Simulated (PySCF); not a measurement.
C5H13P.
Structure used (PBE0-D3(BJ)/def2-SVP), in Å, numbered top down from 1:
```
atom  x, y, z in Å
C1     1.6949    0.9159   -1.2454
C2     1.0564   -0.1010   -0.6600
P3    -0.4924   -0.1589    0.5168
C4    -0.7111    1.6661    0.5378
C5    -1.4372   -1.1441   -0.7322
C6     0.5210   -0.9259    1.8603
H7     1.3928    1.9606   -1.1163
H8     2.5654    0.7571   -1.8935
H9     1.4539   -1.1104   -0.8661
H10   -1.6845   -0.3445    1.4295
H11   -1.5647    1.9390    1.1702
H12    0.2051    2.1381    0.9197
H13   -0.8754    2.0256   -0.4878
H14   -2.4529   -0.7259   -0.7804
H15   -1.5215   -2.1708   -0.3429
H16   -0.9762   -1.1601   -1.7295
H17    1.6049   -0.8495    1.6965
H18    0.2290   -1.9856    1.9269
H19    0.2352   -0.4446    2.8066
```

Level of theory: PBE0-D3(BJ)/def2-SVP geometry optimisation, gas phase in PySCF.

Take the most abundant isotopes and a rigid rotor. 

(1) Give the principal moments of inertia and the rotational constants in GHz.

(2) Classify the top.

(3) What does the inertial defect say?

(4) List the rotational levels J(Ka,Kc) to J = 3 (MHz).

(5) Which types of transition are allowed, and where do some lines up to J = 3 fall?

(6) Estimate the classical rotational partition function at 25 K, 200 K and 298.15 K.

## Answers

(1) Ia = 173.04, Ib = 239.21, Ic = 243.91 u·Å²; 505379 MHz·u·Å²/I gives 2921, 2113 and 2072 MHz, that is A = 2.9205, B = 2.1127, C = 2.0720 GHz.

(2) A near-prolate asymmetric top: κ = (2 × 2113 − 2921 − 2072)/(2921 − 2072) = -0.90.

(3) Not planar: Δ = Ic − Ia − Ib = -168.35 u·Å². For a rigid frame Δ = −2 Σ m c², so Σ m c² = 84.17 u·Å² lies off the ab plane: 26.27 from hydrogen and 57.90 from heavier atoms. The atom farthest from that plane is 2.58 Å away.

(4) Above 0(0,0):
J = 1: 1(0,1) 4185, 1(1,1) 4993, 1(1,0) 5033
J = 2: 2(0,2) 12553, 2(1,2) 13321, 2(1,1) 13443, 2(2,1) 15867, 2(2,0) 15868
J = 3: 3(0,3) 25101, 3(1,3) 25814, 3(1,2) 26058, 3(2,2) 28421, 3(2,1) 28428, 3(3,1) 32563, 3(3,0) 32563
The levels of one J sum to (2J + 1)J(J + 1)(A + B + C)/3.

(5) The dipole components are |μa| = 0.11 D, |μb| = 0.00 D, |μc| = 0.02 D; the mirror of this Cs structure is the ac plane, so μb vanishes by symmetry and there are no b-type lines. Intensities carry the squares of the components, which stand as 1.00 : 0.03 (a : c). Some lines, for components of 0.1 D or more:

```csv
type,branch,"J(Ka,Kc)",MHz,lower level (cm⁻¹)
a,R,"1(0,1) ← 0(0,0)",4185,0.000
a,R,"2(1,2) ← 1(1,1)",8329,0.167
a,R,"2(0,2) ← 1(0,1)",8368,0.140
a,R,"2(1,1) ← 1(1,0)",8410,0.168
a,R,"3(1,3) ← 2(1,2)",12492,0.444
a,R,"3(0,3) ← 2(0,2)",12548,0.419
a,R,"3(2,2) ← 2(2,1)",12554,0.529
a,R,"3(2,1) ← 2(2,0)",12560,0.529
a,R,"3(1,2) ← 2(1,1)",12614,0.448
```

(6) Point group Cs, symmetry number σ = 1; q = (√π/σ)·√((kT/h)³/(ABC)), k/h = 20836.6 MHz/K: 5890 at 25 K, 133000 at 200 K, 243000 at 298.15 K.

Stationary, but not proved a minimum. These are rigid-rotor constants of the computed structure; measured ground-state constants (B0) also hold zero-point vibration. A rigid rotor knows nothing of internal rotation, which can split or shift real lines.

The run took 25 s on one thread of an Intel Xeon 6975P-C, on a shared host, and the process peaked at 0.69 GiB of memory. These figures are those of the optimisation.
